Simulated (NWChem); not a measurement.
**Dipole moment of hydrogen cyanide (CHN)**

```
C
N 1 1.1672
H 1 1.0871 2 180.00
```
Charge 0, spin multiplicity 1.

Program: NWChem. The geometry was optimised at PBE/def2-SVP, a minimum by its harmonic frequencies.

Basis set: Sadlej pVTZ. The CCSD dipole comes from the Λ equations, without orbital relaxation.

The correlated methods keep 2 core orbitals frozen. B3LYP has NWChem's definition, with VWN1-RPA local correlation. Coupled-cluster values serve here as a point of comparison, not as the truth.

```tsv
method	dipole moment (D)
CCSD	?
HF	?
BHandHLYP	?
PBE	?
B3LYP	3.04
```

Task: Complete the blanks.

Result: 
- CCSD, dipole moment (D): 3.00
- HF, dipole moment (D): 3.32
- BHandHLYP, dipole moment (D): 3.16
- PBE, dipole moment (D): 2.94
